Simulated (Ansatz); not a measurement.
`CSC(C)N` + H–F → `CC(N)F` + CH₃SH  (substitution at a C–S bond)

Computed with Ansatz on PBE0-D4/def2-TZVP structures; ΔE is electronic, products minus reactants. CBS: MP2 limit from def2 TZ/QZ plus the TZ coupled-cluster correction, frozen cores. This one scheme is used for every species. DFT in def2-TZVPP. B3LYP here is the variant with VWN-RPA as its local correlation; programs differ in this. One conformer a species, not always the lowest.

`CSC(C)N`:

Cartesian coordinates in Å:
```
C -0.459 -2.142 -0.343
S -0.081 -0.632 -1.237
C -0.154 0.584 0.144
C 0.042 1.953 -0.475
N 0.781 0.379 1.214
H 0.316 -2.388 0.386
H -1.429 -2.076 0.154
H -0.500 -2.947 -1.077
H -1.162 0.508 0.562
H 1.037 2.033 -0.921
H -0.696 2.140 -1.255
H -0.048 2.718 0.298
H 0.622 -0.500 1.689
H 1.731 0.372 0.861
```

H–F:

```xyz
2

F    -0.351    0.294   -0.042
H     0.351   -0.294    0.042
```

`CC(N)F`:

Cartesian coordinates in Å:
```
C -0.675 0.089 0.925
C 0.267 -0.437 -0.124
N 0.880 0.600 -0.856
F -0.475 -1.305 -0.960
H -1.444 0.711 0.461
H -0.129 0.690 1.653
H -1.167 -0.737 1.439
H 1.044 -1.070 0.313
H 0.197 1.213 -1.283
H 1.503 0.247 -1.568
```

CH₃SH:

Z-matrix (Å, degrees):
```
C
S 1 1.806
H 1 1.089 2 111.5
H 1 1.089 2 111.5 3 -123.8
H 1 1.090 2 106.2 3 118.1
H 2 1.342 1 97.1 3 61.9
```

```tsv
level	ΔE (kcal/mol)	difference from CCSD(T)/CBS
PBE-D4	0.9	-1.8
r2SCAN-D4	-0.9	-3.6
PBE0-D4	0.8	-1.9
B3LYP-D4	-0.9	-3.6
ωB97X-V	-1.9	-4.6
ωB97M-V	-0.9	-3.6
B2PLYP	-1.5	-4.2
PBE	-1.3	-4.0
r2SCAN	-1.5	-4.2
PBE0	-1.1	-3.8
B3LYP	-4.4	-7.1
HF/def2-TZVPP	-7.3	-10.0
MP2/def2-TZVPP	4.5	1.8
SCS-MP2/def2-TZVPP	1.6	-1.1
CCSD/def2-TZVPP	-0.2	-2.9
CCSD(T)/def2-TZVPP	1.2	-1.5
HF/def2-QZVPP	-7.2	-9.9
MP2/def2-QZVPP	5.4	2.7
SCS-MP2/def2-QZVPP	2.6	-0.1
HF/CBS(def2)	-7.2	-9.9
MP2/CBS(def2)	6.0	3.3
CCSD/CBS(def2)	1.4	-1.3
CCSD(T)/CBS	2.7	0
```

Largest T1 diagnostic among the species: 0.010.

The D4 term adds +3.5 kcal/mol with B3LYP and +1.9 kcal/mol with PBE0; it sums over pairs of atoms, weighted by their polarisabilities, and B3LYP, whose exchange is more repulsive, gets the larger term. In def2-TZVPP, CCSD(T) changes the Hartree–Fock value by +8.5 kcal/mol (the triples alone add +1.3 kcal/mol) and MP2 by +11.8 kcal/mol.
